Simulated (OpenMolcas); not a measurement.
**A workflow on SiH2 (SMILES [H][Si][H])**

Wanted: the energy (UHF/6-31G*), then a single-point energy (CASSCF(2,2)/6-31G*), then a single-point energy (CASPT2(2,2)/6-31G*), then the energy (SC-NEVPT2(2,2)/6-31G*), then the energy (MRCI(2,2)/6-31G*) of SiH2. 

The results are computed with OpenMolcas 26.06.

2 further runs of the same task are left out: 2 set aside as unsound or not needed.

## 1. Starting point

SiH2 has 3 atoms, charge 0, and is taken as a singlet. SMILES: `[H][Si][H]`. The Si1–H3 distance was set to 2.228 Å, away from the relaxed value. At this shape a bond of the SMILES string is far longer than usual.

Bond lengths: Si1–H2 1.486 Å. A long bond or contact: Si1–H3 2.228 Å.

## 2. The energy at UHF/6-31G(d) (spherical functions) (run 1)

File step1.inp:

```
* H2Si Hartree-Fock
>>> EXPORT MOLCAS_PRINT=2

&GATEWAY
  BasLib=$CurrDir
  Coord
  3
  angstrom
  Si       0.565533      -0.026324      -1.142676
  H        1.670543      -0.038174      -0.149566
  H       -1.115450       0.028170       0.318290
  Basis=6-31Gs
  Group=NoSym

&SEWARD

&SCF
  UHF
  Scramble=0.25
  PrOrbitals=1 1
```

The basis set 6-31G* is read from a file made from the Basis Set Exchange's data (not shown).

Started as:

```sh
$ export MOLCAS_MEM=1860
$ pymolcas step1.inp > step1.log
```

The program printed (excerpt; [...] marks lines left out):

```text
--- Start Module: gateway ---
[...]
--- Stop Module: gateway /rc=_RC_ALL_IS_WELL_ ---
--- Start Module: seward ---
[...]
      Basis functions           22
--- Stop Module: seward /rc=_RC_ALL_IS_WELL_ ---
--- Start Module: scf ---
[...]
       Convergence after  30 Iterations
[...]
::    Total SCF energy                               -289.9327722524
[...]
      Total spin, S                                     0.2330640485
[...]
      Total electronic charge=   16.000000
      Total            charge=   -0.000000
[...]
      Dipole Moment (debye):
      Origin of the operator (angstrom)=    0.5462   -0.0249   -1.0602
                   X=  1.6971E+00               Y= -4.9101E-02               Z= -9.9469E-01           Total=  1.9677E+00
      Quadrupole Moment (debye*angstrom):
[...]
--- Stop Module: scf /rc=_RC_ALL_IS_WELL_ ---
[...]
```

Run time: 2.2 s. Hardware: 1 thread of Arm Neoverse V1, shared host; peak memory 0.37 GiB.

## 3. The energy at CASSCF(2,2)/6-31G(d) (spherical functions) (run 2)

File step2.input:

```
&gateway
baslib=$CurrDir
coord
3
angstrom
Si       0.565533      -0.026324      -1.142676
H        1.670543      -0.038174      -0.149566
H       -1.115450       0.028170       0.318290
basis=6-31Gs
group=NoSym
&seward
&rasscf
fileorb=$CurrDir/step1.UnaOrb
spin=1
nactel=2 0 0
inactive=7
ras2=2
orblisting=Nothing
orbappear=Compact
```

The basis set 6-31G* is read from a file made from the Basis Set Exchange's data (not shown).

Started as:

```sh
$ export MOLCAS_MEM=1860
$ pymolcas step2.input > step2.log
```

The program printed (excerpt; [...] marks lines left out):

```text
--- Start Module: gateway ---
[...]
--- Stop Module: gateway /rc=_RC_ALL_IS_WELL_ ---
--- Start Module: seward ---
[...]
      Basis functions           22
--- Stop Module: seward /rc=_RC_ALL_IS_WELL_ ---
--- Start Module: rasscf ---
[...]
      Number of active orbitals                  2
[...]
      Spin quantum number                      0.0
[...]
      Active orbitals                            2
[...]
      Number of CSFs                             3
[...]
      Number of root(s) required                 1
[...]
      Convergence after 12 iterations
[...]
      printout of CI-coefficients larger than  0.05 for root  1
      energy=    -289.949334
      conf/sym  11     Coeff  Weight
             1  20   0.98228 0.96488
             3  02  -0.18741 0.03512
      Natural orbitals and occupation numbers for root  1
      sym 1:   1.929754   0.070246
      ************************************************************************************************************************
      *                                                    Final results                                                     *
[...]
::    RASSCF root number  1 Total energy:   -289.94933431
[...]
      Total electronic charge=   16.000000
      Total            charge=   -0.000000
[...]
      Dipole Moment (debye):
      Origin of the operator (angstrom)=    0.5462   -0.0249   -1.0602
                   X=  1.7612E+00               Y= -5.1438E-02               Z= -1.0699E+00           Total=  2.0613E+00
      Quadrupole Moment (debye*angstrom):
[...]
--- Stop Module: rasscf /rc=_RC_ALL_IS_WELL_ ---
[...]
```

It took 1.8 s on 1 thread of Arm Neoverse V1, shared host; peak memory 0.37 GiB.

## 4. A single-point energy at CASPT2(2,2)/6-31G(d) (spherical functions) (run 3)

File step3.input:

```
&GATEWAY
BasLib=$CurrDir
Coord
3
angstrom
Si       0.565533      -0.026324      -1.142676
H        1.670543      -0.038174      -0.149566
H       -1.115450       0.028170       0.318290
Basis=6-31Gs
Group=NoSym
&SEWARD
&RASSCF
FileOrb=$CurrDir/step2.RasOrb
Spin=1
Nactel=2 0 0
Inactive=7
Ras2=2
OrbListing=Nothing
OrbAppear=Compact
&CASPT2
Imaginary=0.1
Frozen=5
```

The basis set 6-31G* is read from a file made from the Basis Set Exchange's data (not shown).

Started as:

```sh
$ export MOLCAS_MEM=1860
$ pymolcas step3.input > step3.log
```

The program printed (excerpt; [...] marks lines left out):

```text
--- Start Module: gateway ---
[...]
--- Stop Module: gateway /rc=_RC_ALL_IS_WELL_ ---
[...]
      Basis functions           22
[...]
--- Start Module: rasscf ---
[...]
      Number of active orbitals                  2
[...]
      Spin quantum number                      0.0
[...]
      Active orbitals                            2
[...]
      Number of CSFs                             3
[...]
      Number of root(s) required                 1
[...]
      Convergence after  4 iterations
[...]
      printout of CI-coefficients larger than  0.05 for root  1
      energy=    -289.949334
      conf/sym  11     Coeff  Weight
             1  20   0.98228 0.96488
             3  02  -0.18741 0.03512
      Natural orbitals and occupation numbers for root  1
      sym 1:   1.929754   0.070246
      ************************************************************************************************************************
      *                                                    Final results                                                     *
[...]
::    RASSCF root number  1 Total energy:   -289.94933431
[...]
      Total electronic charge=   16.000000
      Total            charge=   -0.000000
[...]
      Dipole Moment (debye):
      Origin of the operator (angstrom)=    0.5462   -0.0249   -1.0602
                   X=  1.7612E+00               Y= -5.1440E-02               Z= -1.0699E+00           Total=  2.0613E+00
      Quadrupole Moment (debye*angstrom):
[...]
--- Stop Module: rasscf /rc=_RC_ALL_IS_WELL_ ---
--- Start Module: caspt2 ---
[...]
 ###    WARNING: User changed nr of frozen orbitals.                         ###
 ###############################################################################
[...]
      E2 (Variational):          -0.0597852970
      Total energy:            -290.0091196081
[...]
      Reference weight:           0.96383
[...]
::    CASPT2 Root  1     Total energy:   -290.00911961
[...]
--- Stop Module: caspt2 /rc=_RC_ALL_IS_WELL_ ---
[...]
```

Run time: 1.8 s. Hardware: 1 thread of Arm Neoverse V1, shared host; peak memory 0.37 GiB.

## 5. A single-point energy at SC-NEVPT2(2,2)/6-31G(d) (spherical functions) (run 4)

File step4.inp:

```
&GATEWAY
 BasLib = $CurrDir
 Coord
 3
 angstrom
 Si       0.565533      -0.026324      -1.142676
 H        1.670543      -0.038174      -0.149566
 H       -1.115450       0.028170       0.318290
 Basis = 6-31Gs
 Group = NoSym

&SEWARD

&RASSCF
 FileOrb = $CurrDir/step2.RasOrb
 Spin = 1
 Nactel = 2 0 0
 Inactive = 7
 Ras2 = 2
 OrbListing = Nothing
 OrbAppear = Compact

&CASPT2
 SC-NEVPT2
 Frozen = 5
```

The basis set 6-31G* is read from a file made from the Basis Set Exchange's data (not shown).

Started as:

```sh
$ export MOLCAS_MEM=1860
$ pymolcas step4.inp > step4.log
```

The program printed (excerpt; [...] marks lines left out):

```text
--- Start Module: gateway ---
[...]
--- Stop Module: gateway /rc=_RC_ALL_IS_WELL_ ---
[...]
      Basis functions           22
[...]
--- Start Module: rasscf ---
[...]
      Number of active orbitals                  2
[...]
      Spin quantum number                      0.0
[...]
      Active orbitals                            2
[...]
      Number of CSFs                             3
[...]
      Number of root(s) required                 1
[...]
      Convergence after  4 iterations
[...]
      printout of CI-coefficients larger than  0.05 for root  1
      energy=    -289.949334
      conf/sym  11     Coeff  Weight
             1  20   0.98228 0.96488
             3  02  -0.18741 0.03512
      Natural orbitals and occupation numbers for root  1
      sym 1:   1.929754   0.070246
      ************************************************************************************************************************
      *                                                    Final results                                                     *
[...]
::    RASSCF root number  1 Total energy:   -289.94933431
[...]
      Total electronic charge=   16.000000
      Total            charge=   -0.000000
[...]
      Dipole Moment (debye):
      Origin of the operator (angstrom)=    0.5462   -0.0249   -1.0602
                   X=  1.7612E+00               Y= -5.1440E-02               Z= -1.0699E+00           Total=  2.0613E+00
      Quadrupole Moment (debye*angstrom):
[...]
--- Stop Module: rasscf /rc=_RC_ALL_IS_WELL_ ---
--- Start Module: caspt2 ---
[...]
 ###    WARNING: User changed nr of frozen orbitals.                         ###
 ###############################################################################
[...]
      E2 (Variational):          -0.0572800915
[...]
      E2 (Variational):          -0.0572702528
      Total energy:            -290.0066045639
[...]
      Reference weight:           0.96698
[...]
::    SC-NEVPT2 Root  1     Total energy:   -290.00660456
[...]
--- Stop Module: caspt2 /rc=_RC_ALL_IS_WELL_ ---
[...]
```

It took 1.7 s on 1 thread of Arm Neoverse V1, shared host; peak memory 0.37 GiB.

## 6. The energy at MRCI(2,2)/6-31G(d) (spherical functions) (run 5)

File step5.inp:

```
&GATEWAY
BasLib=$CurrDir
Coord
3
angstrom
Si       0.565533      -0.026324      -1.142676
H        1.670543      -0.038174      -0.149566
H       -1.115450       0.028170       0.318290
Basis=6-31Gs
Group=NoSym
&SEWARD
&RASSCF
FileOrb=$CurrDir/step2.RasOrb
Spin=1
Nactel=2 0 0
Inactive=7
Ras2=2
OrbListing=Nothing
OrbAppear=Compact
&MOTRA
LumOrb
Frozen=5
&GUGA
Electrons=6
Spin=1
Inactive=2
Active=2
CIAll=1
&MRCI
SDCI
```

The basis set 6-31G* is read from a file made from the Basis Set Exchange's data (not shown).

Started as:

```sh
$ export MOLCAS_MEM=1860
$ pymolcas step5.inp > step5.log
```

The program printed (excerpt; [...] marks lines left out):

```text
--- Start Module: gateway ---
[...]
--- Stop Module: gateway /rc=_RC_ALL_IS_WELL_ ---
[...]
      Basis functions           22
[...]
      Number of active orbitals                  2
[...]
      Spin quantum number                      0.0
[...]
      Active orbitals                            2
[...]
      Number of CSFs                             3
[...]
      Number of root(s) required                 1
[...]
      Convergence after  4 iterations
[...]
      printout of CI-coefficients larger than  0.05 for root  1
      energy=    -289.949334
      conf/sym  11     Coeff  Weight
             1  20   0.98228 0.96488
             3  02  -0.18741 0.03512
      Natural orbitals and occupation numbers for root  1
      sym 1:   1.929754   0.070246
      ************************************************************************************************************************
      *                                                    Final results                                                     *
[...]
::    RASSCF root number  1 Total energy:   -289.94933431
[...]
      Dipole Moment (debye):
      Origin of the operator (angstrom)=    0.5462   -0.0249   -1.0602
                   X=  1.7612E+00               Y= -5.1440E-02               Z= -1.0699E+00           Total=  2.0613E+00
      Quadrupole Moment (debye*angstrom):
[...]
      *** WARNING: Default frozen orbitals is overwritten by user input.
      *** Default values:   2
[...]
--- Start Module: guga ---
[...]
--- Stop Module: guga /rc=_RC_ALL_IS_WELL_ ---
--- Start Module: mrci ---
[...]
       (But an ACPF correction will be computed)
       USE THE DEFAULT ACPF G-VALUE GFAC=  0.33333333333333331
[...]
                      CI ENERGY:  -290.03430174
[...]
                ACPF CORRECTION:    -0.00549328
[...]
      Total electronic charge=   16.000000
      Total            charge=   -0.000000
[...]
     ACPF CORRECTION:     -0.00549328
[...]
  CI State   1     Total energy:   -290.03430174     QDav:     -0.00851519     QACPF:     -0.00549328
[...]
--- Stop Module: mrci /rc=_RC_ALL_IS_WELL_ ---
[...]
```

It took 1.8 s on 1 thread of Arm Neoverse V1, shared host; peak memory 0.37 GiB.

## 7. Outcome

```
                                                    quantity          value
                             run 1, UHF/6-31G*: total energy  -289.93277 Eh
                            run 1, UHF/6-31G*: dipole moment         1.97 D
                              run 1, UHF/6-31G*: HOMO energy       -9.07 eV
                              run 1, UHF/6-31G*: LUMO energy        0.06 eV
                            run 1, UHF/6-31G*: HOMO–LUMO gap        9.14 eV
                                     run 1, UHF/6-31G*: ⟨S²⟩          0.287
                     run 2, CASSCF(2,2)/6-31G*: total energy  -289.94933 Eh
   run 2, CASSCF(2,2)/6-31G*: dipole moment (CASSCF density)         2.06 D
                     run 3, CASPT2(2,2)/6-31G*: total energy  -290.00912 Eh
   run 3, CASPT2(2,2)/6-31G*: dipole moment (CASSCF density)         2.06 D
                  run 4, SC-NEVPT2(2,2)/6-31G*: total energy  -290.00660 Eh
run 4, SC-NEVPT2(2,2)/6-31G*: dipole moment (CASSCF density)         2.06 D
                       run 5, MRCI(2,2)/6-31G*: total energy  -290.03430 Eh
     run 5, MRCI(2,2)/6-31G*: dipole moment (CASSCF density)         2.06 D
```

⟨S²⟩ (run 1, UHF/6-31G*) is 0.29 where a pure singlet has 0.00: the reference is spin-contaminated. The run (run 1, UHF/6-31G*) may have ended on a state above the lowest. Mulliken charges (run 2, CASSCF(2,2)/6-31G*) run from -0.20 on H3 to +0.35 on Si1. Mulliken charges (run 3, CASPT2(2,2)/6-31G*) of the CASSCF density run from -0.20 on H3 to +0.35 on Si1. Mulliken charges (run 4, SC-NEVPT2(2,2)/6-31G*) of the CASSCF density run from -0.20 on H3 to +0.35 on Si1; they depend strongly on the basis.
